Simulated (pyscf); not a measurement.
Single points on ωB97X-D3(BJ)/def2-SVP structures (PySCF, gas phase).

Problem. How much does it cost (ΔH, 298 K, ωB97M-D3(BJ)/def2-TZVP) to split H₃C–O–Sn(=O)–OH (SMILES C[O][Sn](=[O])[OH]) at its C–O bond into CH₃• + •O–Sn(=O)–OH?

Solution. C–O to CH₃• + •O–Sn(=O)–OH: 387.2 kJ/mol. The 7 functionals that were run give +359.0 (r²SCAN) to +400.8 kJ/mol (M06-2X). The radicals are drawn with the spin at the cut bond; how far it spreads was not checked. Other isomers of •O–Sn(=O)–OH were not searched in full and may lie lower. Elements past Kr carry the def2 core potentials, without spin-orbit coupling.
